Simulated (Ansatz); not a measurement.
in.yaml

```yaml
crystal:
  periodic: [false, false, false]
  atoms:
    - {symbol: Si, position_ang: [0.000000, 0.000000, 0.000000]}
    - {symbol: C, position_ang: [0.000000, 0.000000, 1.817700]}
basis:
  gaussian: {orbitals: aug-cc-pVTZ}
total_charge: -1
magnetization: {spin_polarized: true, initial_magnetization: 3}
correlation: {method: ccsdt_q, electrons: outside_noble_gas}
```

```sh
$ ansatz run in.yaml --threads 2 --pin off --events-out ev --progress --plain --max-ram 24576MiB --backend cuda --devices 0, --max-vram 18GiB
```

Question: Roughly how long does this take on 2 threads of AMD EPYC 7R13 with a shared H100 80 GB, shared host, and how much host memory?

Answer: 24 s wall and 0.96 GiB.

```
1084 factors; integrals over basis functions are off by at most 1.6e-7 eV
mean field evaluation 1: about -8884.4418 eV, gradient 1.4e1 eV
mean field evaluation 2: about -8884.5595 eV, gradient 1.4e1 eV
mean field evaluation 4: about -8887.1580 eV, gradient 3.0e0 eV
mean field evaluation 8: about -8887.4543 eV, gradient 1.1e0 eV
mean field evaluation 16: about -8887.5786 eV, gradient 2.2e-3 eV
mean field evaluation 32: about -8887.5786 eV, gradient 2.7e-3 eV
mean field evaluation 64: about -8887.1752 eV, gradient 8.3e0 eV
mean field evaluation 96: about -8887.3532 eV, gradient 1.2e0 eV
mean field evaluation 128: about -8887.5786 eV, gradient 4.4e-5 eV
mean field evaluation 160: about -8887.5521 eV, gradient 6.0e-1 eV
...
cycle  29  -6.58429656 eV  change    5.5e-7 eV  update   2.9e-6
cycle  30  -6.58429908 eV  change   -2.5e-6 eV  update   1.8e-6
cycle  31  -6.58430098 eV  change   -1.9e-6 eV  update   1.2e-6
cycle  32  -6.58430104 eV  change   -6.4e-8 eV  update   7.5e-7
cycle  33  -6.58430101 eV  change    2.8e-8 eV  update   4.7e-7
cycle  34  -6.58430108 eV  change   -6.2e-8 eV  update   2.9e-7
cycle  35  -6.58430118 eV  change   -1.1e-7 eV  update   1.8e-7
cycle  36  -6.58430124 eV  change   -5.7e-8 eV  update   1.4e-7
cycle  37  -6.58430135 eV  change   -1.1e-7 eV  update   1.2e-7
cycle  38  -6.58430145 eV  change   -1.0e-7 eV  update   8.4e-8
perturbative correction -0.15616230 eV, -0.0057388586 hartree
Total energy: -8895.10139001 eV, -326.8889467667 hartree
```
